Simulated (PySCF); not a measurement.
Consider `[AlH2][Cl]` (AlClH2). Optimised structure (Å), atoms numbered from 1:
```
Al   -0.1670    0.0183   -0.2010
Cl    1.9184   -0.1765   -0.5215
H    -0.8430    1.3667   -0.6648
H    -0.9032   -1.1995    0.4797
```

Level of theory: ωB97X-D3(BJ)/ma-def2-TZVP single points in PySCF, grid level 2; every species was optimised with PBE0-D3(BJ)/ma-def2-SVP. The prefix ma- adds one diffuse s and one diffuse p function on all atoms but H. ωB97X-D3(BJ) is ωB97X-V with D3(BJ) in place of VV10. Zero-point and thermal terms (298.15 K, 1 bar) come from unscaled PBE0-D3(BJ)/ma-def2-SVP harmonic frequencies, with soft modes damped to free rotors in the entropy.

Task: What are the vertical and the adiabatic ionisation energy for forming the radical cation?

Result: 11.36 eV vertical and 10.85 eV adiabatic, the latter with zero-point energy.

Task: Where does the unpaired spin of the relaxed radical cation sit?

Result: H (on Al1) 0.45, H (on Al1) 0.45 (intrinsic atomic orbital populations).

Task: What are the vertical and the adiabatic electron affinity for forming the radical anion?

Result: 0.06 eV vertical and 0.62 eV adiabatic, the latter with zero-point energy.

Task: Where does the unpaired spin of the relaxed radical anion sit?

Result: Al1 (aluminium) 0.90 (intrinsic atomic orbital populations).

Task: How far is −ε(HOMO) from the vertical value by ΔSCF?

Result: −ε(HOMO) = 11.11 eV, which is 0.25 eV below the ΔSCF value.

Note: spin-orbit coupling is left out of the energies, which matters for open shells on the heavier atoms.
